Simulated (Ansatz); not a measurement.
Geometry optimisation, Ansatz 0.2.0, RKS PBE/6-31G*.

input.yaml

```yaml
crystal:
  periodic: [false, false, false]
  atoms:
    - { symbol: Al, position_ang: [0.06284, 0.329355, -0.102522] }
    - { symbol: H, position_ang: [-0.009955, 0.138936, 1.463168] }
    - { symbol: H, position_ang: [1.460178, 0.681426, -0.795583] }
    - { symbol: H, position_ang: [-1.31542, 0.303788, -0.925536] }
    - { symbol: O, position_ang: [0.164132, -2.458552, 0.886586] }
    - { symbol: H, position_ang: [-0.749611, -2.792347, 0.771835] }
    - { symbol: H, position_ang: [0.059136, -1.727706, 1.556052] }
basis:
  gaussian: { orbitals: "6-31G*" }
hamiltonian:
  xc: pbe
relax:
  f_tol: 0.03
  max_steps: 50
```

Run as:

```bash
$ ansatz run input.yaml --threads 1 --pin off --max-ram 2048MiB --backend cpu --events-out ev --progress --plain --runs-dir out
```

Where does it end, and by what steps?

The forces met the threshold. After 6 steps the energy has fallen by 0.676 eV; H6 moved furthest, 0.60 Å. Joined: Al1–O5 (2.96 → 2.08 Å).

```csv
step,energy less start (eV),largest force component (eV/Å),accepted
0,0.0000,0.816,yes
1,-0.1374,1.278,yes
2,-0.3696,1.728,yes
3,-0.5687,0.395,yes
4,-0.6361,0.583,yes
5,-0.6703,0.090,yes
6,-0.6758,0.022,yes
```

```xyz
7
Properties=species:S:1:pos:R:3
Al 0.049 0.040 0.091
H -0.047 0.614 1.603
H 1.414 0.263 -0.728
H -1.338 -0.109 -0.732
O 0.152 -1.954 0.655
H -0.661 -2.395 0.331
H 0.103 -1.984 1.634
```

Whether the end is a true minimum wasn't checked by a vibrational analysis.

The run took 6.6 s on 1 thread of Arm Neoverse V2, on a shared host, peak memory 0.1 GiB.
